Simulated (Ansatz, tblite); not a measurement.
# TCNQ (C12H4N4): one state, many levels

Aim: run the singlet of TCNQ (C12H4N4) at one geometry on many levels, and compare frontier levels, spin and run time.

Computed with Ansatz 0.2.0, Gaussian basis. Level: as each input shows.

The runs, in order: GFN1-xTB, GFN2-xTB, PBE-D4/def2-TZVP, r2SCAN-D4/def2-TZVP, BHLYP-D4/def2-TZVP, r2SCANh-D4/def2-TZVP, PBE-D4/def2-SVP, PBE0-D4/def2-SVP, MP2/def2-SVP, RPA/def2-SVP.

4 further runs of the same task are left out: 4 that didn't finish. Runs told in other sessions of the task aren't counted.

## (1) The geometry

The geometry is that of the singlet, from an earlier relaxation (PBE-D4/def2-SVP).

20 atoms, charge 0, spin multiplicity 1.

Bond lengths: N1–C2 1.176 Å, C2–C3 1.427 Å, C3–C4 1.427 Å, C3–C6 1.409 Å, C4–N5 1.176 Å, C6–C7 1.445 Å, C6–C16 1.445 Å, C7–C8 1.370 Å, C7–H17 1.100 Å, C8–C9 1.445 Å, C8–H18 1.100 Å, C9–C10 1.409 Å, C9–C15 1.445 Å, C10–C11 1.427 Å, C10–C13 1.427 Å, C11–N12 1.176 Å, C13–N14 1.176 Å, C15–C16 1.370 Å and more. Angles: N1–C2–C3 179.4°, C2–C3–C4 116.9°, C2–C3–C6 121.5°, C4–C3–C6 121.5°, C3–C4–N5 179.4°, C3–C6–C7 120.9°, C3–C6–C16 120.9°, C7–C6–C16 118.3°, C6–C7–C8 120.9°, C6–C7–H17 118.8°, C8–C7–H17 120.4°, C7–C8–C9 120.9°, C7–C8–H18 120.4°, C9–C8–H18 118.8°, C8–C9–C10 120.9°, C8–C9–C15 118.3°, C10–C9–C15 120.9°, C9–C10–C11 121.5° and more.

PBE0-D4/def2-TZVP was run before; its log isn't repeated, and its numbers join the tables.

## (2) GFN1-xTB

Tight binding, by tblite at 300 K electronic temperature and without a spin-polarisation term:

```python
tblite.interface.Calculator('GFN1-xTB', numbers, positions, charge=0, uhf=0).singlepoint()
```

Energy -1090.6175 eV, HOMO -12.03 eV, LUMO -10.88 eV; 0.013 s.

## (3) GFN2-xTB

Tight binding, by tblite at 300 K electronic temperature and without a spin-polarisation term:

```python
tblite.interface.Calculator('GFN2-xTB', numbers, positions, charge=0, uhf=0).singlepoint()
```

Energy -1066.6197 eV, HOMO -11.69 eV, LUMO -10.54 eV; 0.012 s.

## (4) PBE-D4/def2-TZVP

start.molden holds the orbitals of an earlier run on this state, given as this run's starting guess.

Input file in.yaml:

```yaml
crystal:
  periodic: [false, false, false]
  atoms:
    - {symbol: N, position_ang: [4.279427, -1.768766, -1.014467]}
    - {symbol: C, position_ang: [3.630394, -0.906962, -0.546329]}
    - {symbol: C, position_ang: [2.831405, 0.131527, 0.018088]}
    - {symbol: C, position_ang: [3.523415, 1.239352, 0.591894]}
    - {symbol: N, position_ang: [4.083701, 2.157461, 1.067557]}
    - {symbol: C, position_ang: [1.424348, 0.065944, 0.009498]}
    - {symbol: C, position_ang: [0.738609, -1.063011, -0.575689]}
    - {symbol: C, position_ang: [-0.629492, -1.126552, -0.584485]}
    - {symbol: C, position_ang: [-1.424369, -0.066408, -0.008737]}
    - {symbol: C, position_ang: [-2.831446, -0.131436, -0.018295]}
    - {symbol: C, position_ang: [-3.630322, 0.907460, 0.545537]}
    - {symbol: N, position_ang: [-4.279133, 1.769747, 1.013092]}
    - {symbol: C, position_ang: [-3.523496, -1.238818, -0.592902]}
    - {symbol: N, position_ang: [-4.083809, -2.156424, -1.069507]}
    - {symbol: C, position_ang: [-0.738625, 1.062367, 0.576785]}
    - {symbol: C, position_ang: [0.629472, 1.125911, 0.585577]}
    - {symbol: H, position_ang: [1.336213, -1.874985, -1.016587]}
    - {symbol: H, position_ang: [-1.143554, -1.990198, -1.032448]}
    - {symbol: H, position_ang: [-1.336239, 1.874278, 1.017789]}
    - {symbol: H, position_ang: [1.143521, 1.989514, 1.033638]}
basis:
  gaussian: {orbitals: def2-TZVP, initial_orbitals: start.molden}
hamiltonian: {xc: pbe, dispersion: d4}
scf: {omitted_lower_state_checks: [starts]}
output: {orbitals: {seedname: orbitals}}
```

Launch:

```sh
> ansatz run in.yaml --threads 4 --pin off --events-out ev --progress --plain --max-ram 6963MiB
```

The runs that follow: r2SCAN-D4/def2-TZVP; BHLYP-D4/def2-TZVP; r2SCANh-D4/def2-TZVP; PBE-D4/def2-SVP; PBE0-D4/def2-SVP; MP2/def2-SVP; RPA/def2-SVP.

Q: Predict the results of all the runs planned. Wanted: gap in def2-TZVP, named functionals, smallest and largest; correlation energy, MP2/def2-SVP; binding an atom, functionals in def2-TZVP; PBE0 total energy, smallest basis above largest.

As calculated:

| quantity | value |
| --- | --- |
| gap in def2-TZVP, named functionals, smallest and largest | 1.39 eV (PBE-D4), 3.99 eV (BHLYP-D4) |
| correlation energy, MP2/def2-SVP | -58.65 eV |
| binding an atom, functionals in def2-TZVP | 5.30 (BHLYP-D4) to 5.94 eV (PBE-D4) |
| PBE0 total energy, smallest basis above largest | 19.97 eV (def2-SVP, def2-TZVP) |

**Reading.** Orbital gaps of the named functionals in def2-TZVP span 1.39 eV (PBE-D4) to 3.99 eV (BHLYP-D4); exact exchange widens it.
